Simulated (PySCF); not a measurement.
# C3H3: the cost of one run

Computed with PySCF 2.14.0 and routines of our own; the level stands in each step. Atoms count from 0.

## (1) The system as given

6 atoms, charge 1, multiplicity 1; geometry from: GFN2-xTB.

## (2) Relaxing the molecule at PBE0-D3(BJ)/def2-SVP

Job settings and geometry (Å):

```
{"job": {"xc": "PBE0", "basis": "def2-SVP", "d3": "d3bj", "grid": 1, "kind": "geom"}, "charge": 1, "multiplicity": 1}
C     -0.561381    -0.562418    -0.013037
C     -0.206094     0.768473     0.008684
C      0.769033    -0.204857     0.006810
H     -1.319329    -1.322083    -0.031666
H     -0.485154     1.804769     0.018902
H      1.806047    -0.481893     0.015029
```

On the command line:

```bash
$ OMP_NUM_THREADS=1 python excited_run.py task.json out
```

The driver reads the jobs from task.json and runs them one after another.

Q: Estimate the wall time and peak memory of this first job on 1 thread of Arm Neoverse V1, shared host.

About 3 s, with a peak of 0.28 GiB.
